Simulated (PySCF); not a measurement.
Simulated outer-valence photoelectron spectrum of `C/C=N\C`. Theory: EOM-IP-CCSD/aug-cc-pVDZ in PySCF, restricted Hartree–Fock reference, 4 core orbitals frozen, non-relativistic, gas phase, PBE0-D3(BJ)/def2-SVP geometry.

Each root has a Gaussian of 0.8 eV full width with its one-hole share as area; cross sections and vibrations are left out, and the highest printed point is 100.

(ionisation energy (eV), intensity): (8.0, 0), (8.2, 1), (8.4, 6), (8.6, 17), (8.8, 33), (9.0, 47), (9.2, 47), (9.4, 33), (9.6, 17), (9.8, 8), (10.0, 10), (10.2, 23), (10.4, 40), (10.6, 50), (10.8, 44), (11.0, 28), (11.2, 12), (11.4, 4), (11.6, 1), (11.8, 0), (12.0, 0), (12.2, 1), (12.4, 3), (12.6, 10), (12.8, 25), (13.0, 46), (13.2, 64), (13.4, 74), (13.6, 75), (13.8, 70), (14.0, 64), (14.2, 62), (14.4, 65), (14.6, 71), (14.8, 83), (15.0, 99), (15.2, 100), (15.4, 77), (15.6, 49), (15.8, 36), (16.0, 41), (16.2, 49), (16.4, 45), (16.6, 29), (16.8, 14), (17.0, 4), (17.2, 1), (17.4, 0)

Where are the maxima, and how many lines lie under the curve?

5 maxima, at 9.1, 10.6, 13.5, 15.1 and 16.2 eV, from 8 lines. At this width some lines have no maximum of their own.

List the lines with their holes.

```tsv
E (eV)	leading hole (HF orbital)	area	Koopmans (eV)
9.10	HOMO	0.94	10.58
10.63	HOMO-1	0.96	10.85
13.21	HOMO-2	0.95	14.29
13.73	HOMO-3	0.96	14.69
14.41	HOMO-4	0.95	15.32
15.12	HOMO-6	0.94	16.70
15.18	HOMO-5	0.94	16.18
16.26	HOMO-7	0.94	17.86
```

The widest gap, 2.58 eV, lies between 10.63 and 13.21 eV. Only orbitals with −ε under 21 eV, eight at most, were ionised, so the high end of the curve may lack lines.
